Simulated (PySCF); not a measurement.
## From a log to its input

A PySCF 2.14 run on the atoms Si 0.9125 0 0.4122; S -0.9065 0 -0.4095; H 1.197 0 1.9153; H 2.2284 0 -0.3678 (angstrom) printed this (some set-up lines and the per-cycle HOMO/LUMO lines with their warnings removed):

```
PySCF version 2.14.0


nuclear repulsion = 74.6853996781116
number of shells = 16
number of NR pGTOs = 96
number of NR cGTOs = 46
basis = cc-pvdz
ecp = {}

******** <class 'pyscf.scf.hf.RHF'> ********
method = RHF
initial guess = minao
damping factor = 0
level_shift factor = 0
DIIS = <class 'pyscf.scf.diis.CDIIS'>
SCF conv_tol = 1e-09
SCF max_cycles = 50
Initial guess from minao.
init E= -687.471550751801
cycle= 1 E= -687.555531171441  delta_E= -0.084  |g|= 0.388  |ddm|=  1.5
cycle= 2 E= -687.599636851446  delta_E= -0.0441  |g|= 0.25  |ddm|= 0.719
cycle= 3 E= -687.622392543751  delta_E= -0.0228  |g|= 0.0273  |ddm|= 0.304
cycle= 4 E= -687.6229062297  delta_E= -0.000514  |g|= 0.00566  |ddm|= 0.0476
cycle= 5 E= -687.622939127091  delta_E= -3.29e-05  |g|= 0.00231  |ddm|= 0.0128
cycle= 6 E= -687.622947452141  delta_E= -8.33e-06  |g|= 0.00114  |ddm|= 0.00697
cycle= 7 E= -687.622949637827  delta_E= -2.19e-06  |g|= 0.000246  |ddm|= 0.0048
cycle= 8 E= -687.622949731612  delta_E= -9.38e-08  |g|= 4.69e-05  |ddm|= 0.00102
cycle= 9 E= -687.622949734553  delta_E= -2.94e-09  |g|= 1.04e-05  |ddm|= 0.000165
cycle= 10 E= -687.622949734687  delta_E= -1.33e-10  |g|= 1.59e-06  |ddm|= 4.16e-05
Extra cycle  E= -687.622949734688  delta_E= -1.48e-12  |g|= 6.76e-07  |ddm|= 3.99e-06
converged SCF energy = -687.622949734688

******** <class 'pyscf.mp.mp2.RMP2'> ********
nocc = 6, nmo = 36
frozen orbitals 10
E(RMP2) = -687.847379250236  E_corr = -0.224429515547536
E(SCS-RMP2) = -687.848619880465  E_corr = -0.225670145776524
E_corr(same-spin) = -0.050359930246753
E_corr(oppo-spin) = -0.174069585300783
Dipole moment(X, Y, Z, Debye):  3.20004, -0.00000,  1.44539
orbital energies (hartree): [-0.4611 -0.3687 -0.3554  0.0191  0.1244  0.1707]
```

Problem. Write the input that gave this log.

Solution. The input was:

```python
from pyscf import gto, scf, mp

mol = gto.M(
    atom='Si 0.9125 0 0.4122; S -0.9065 0 -0.4095; H 1.197 0 1.9153; H 2.2284 0 -0.3678',
    basis='cc-pvdz',
    charge=0,
    spin=0,
    verbose=4,
)
mf = scf.RHF(mol)
mf.kernel()
mp.MP2(mf, frozen=10).kernel()
mf.dip_moment()
print('orbital energies (hartree):', mf.mo_energy[..., max(0, mol.nelec[1]-3):mol.nelec[0]+3].round(4))
```
